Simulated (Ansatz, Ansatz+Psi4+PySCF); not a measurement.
```xyz
2

Al    0.0000    0.0000   -0.6957
O     0.0000    0.0000    0.6957
```

Basis set: cc-pVTZ on O; cc-pV(T+d)Z on Al (spherical functions). Left uncorrelated: 6 orbitals. Charge 0, multiplicity 2.

Computed with Ansatz (development build ahead of 0.2.0); the reference of a correlated method needn't be the lowest determinant of its kind.

Give the atomization energy at this shape (free ground-state atoms in the same class of orbitals less the molecule, no zero-point energy) of doublet AlO by UHF-BCCD(T), UHF-CCSD(T).

| method | atomization energy |
| --- | --- |
| UHF-BCCD(T) | 77.57 kcal/mol |
| UHF-CCSD(T) | 77.56 kcal/mol |

Caution: the reference determinant was not shown to be the lowest; the shape is not the minimum.
